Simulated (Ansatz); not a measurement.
in.yaml

```yaml
crystal:
  periodic: [false, false, false]
  atoms:
    - {symbol: Ge, position_ang: [-1.191943, -0.008234, 0.002120]}
    - {symbol: As, position_ang: [1.225257, 0.008464, -0.002179]}
    - {symbol: H, position_ang: [-1.734783, 1.432476, 0.005020]}
    - {symbol: H, position_ang: [-1.717585, -0.735786, 1.252999]}
    - {symbol: H, position_ang: [-1.722058, -0.732435, -1.248816]}
basis:
  gaussian: {orbitals: cc-pVDZ}
magnetization: {spin_polarized: false, initial_magnetization: 2}
correlation: {active_space: {window: {electrons: 4, orbitals: 6}}}
accuracy: high
scf: {lower_state_search: off}
```

```sh
$ ansatz run in.yaml --threads 1 --pin off --events-out ev --progress --plain --max-ram 2393MiB
```

Log:

```
these checks for a lower state are left out or cut short: stability, starts, cluster_reference, orbital_swaps, neighbouring_geometries, increment
1483 factors; integrals over basis functions are off by at most 4.8e-9 eV
mean field evaluation 1: about -117314.0230 eV, gradient 9.5e0 eV
mean field evaluation 2: about -117314.0347 eV, gradient 9.6e0 eV
mean field evaluation 4: about -117314.8331 eV, gradient 6.9e-1 eV
mean field evaluation 8: about -117314.8358 eV, gradient 2.7e-4 eV
mean field -117314.83580559 eV, -4311.2406970037 hartree, gradient 1.4e-8 eV, S^2 2.000000; 0 other end points of the search recorded, 0 dependent functions left out
reference -117314.83580559 eV, -4311.2406970037 hartree; 35, 33 occupied and 34, 36 virtual orbitals, 1483 factors
state -117315.54131490 eV, -4311.2666239926 hartree
Total energy: -117315.54131490 eV, -4311.2666239926 hartree
Checks for a lower state left out: stability, starts, cluster_reference, orbital_swaps, neighbouring_geometries, increment
```

Natural occupations: 1.9654 0.9984 0.9984 0.0207 0.0086 0.0086.

Ran on 1 thread of Intel Xeon, shared host: 19 s wall, 0.3 GiB peak host memory.
